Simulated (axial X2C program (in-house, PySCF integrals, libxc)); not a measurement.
**AlS⁻: cheaper levels and CCSD(T), with spin–orbit coupling**

Computed with an axial X2C code built on PySCF integrals. Two-component (2c) means X2C with spin–orbit coupling and atomic mean-field two-electron Coulomb and Gaunt terms. Basis: S dyall-av3z [9s8p3d2f], Al dyall-av3z [9s9p3d2f] (cores contracted in-house); Gaussian nuclei, density fitting, unrestricted open shells. Masses: S 31.972 u, Al 26.982 u.

State: Ω = 0 (closed shell); fragments S- + Al.

```csv
level,Re (Å),ωe (cm⁻¹),De (eV)
PBE0,2.101,572.6,4.66
HF,2.092,598.9,3.35
MP2,2.110,571.5,4.87
CCSD,2.106,577.9,4.51
r2SCAN,2.105,567.9,4.77
```

Correlated methods: 10 electrons correlated (number of frozen shells: S 2 s, 1 p; Al 2 s, 1 p), 200 virtual spin orbitals or spinors in MP2, 90 natural virtuals in coupled cluster.

CCSD(T), same Hamiltonian and basis:

Re = 2.114 Å, ωe = 565.5 cm⁻¹, De = 4.68 eV; T1 = 0.018 (Lee–Taylor normalisation).

Give the differences from CCSD(T) in the columns below.



```json
{"level": "PBE0", "ΔRe (Å)": "-0.013", "Δωe (cm⁻¹)": "7", "ΔDe (eV)": "-0.02"}
{"level": "HF", "ΔRe (Å)": "-0.022", "Δωe (cm⁻¹)": "33", "ΔDe (eV)": "-1.33"}
{"level": "MP2", "ΔRe (Å)": "-0.004", "Δωe (cm⁻¹)": "6", "ΔDe (eV)": "0.19"}
{"level": "CCSD", "ΔRe (Å)": "-0.008", "Δωe (cm⁻¹)": "12", "ΔDe (eV)": "-0.17"}
{"level": "r2SCAN", "ΔRe (Å)": "-0.009", "Δωe (cm⁻¹)": "2", "ΔDe (eV)": "0.09"}
```

Occupations by symmetry block were frozen at the best pattern of an incomplete PBE0 search. Closed shells are restricted here (equal orbitals for both partners); the stretched side of such a curve lies too high. Dissociation energies refer to the lowest single-determinant-based atoms at the same level and basis. Coupled cluster ran in a truncated set of natural virtual spinors; the MP2 energy of the rest was added. (T) has no such correction and the atoms are truncated less, which lowers De at CCSD(T) by a hundredth of an eV or more. In 2c an atomic determinant is not the ground J level, so De misses part of the atomic spin–orbit lowering. This holds for PBE0, r2SCAN. The functionals have no current-density term, which raises determinants with orbital currents, atoms included. The highest occupied level of some functionals is positive through self-interaction error; at Hartree–Fock it is bound. Hartree–Fock gets electron affinities wrong, so its lowest charge split need not be the true one.
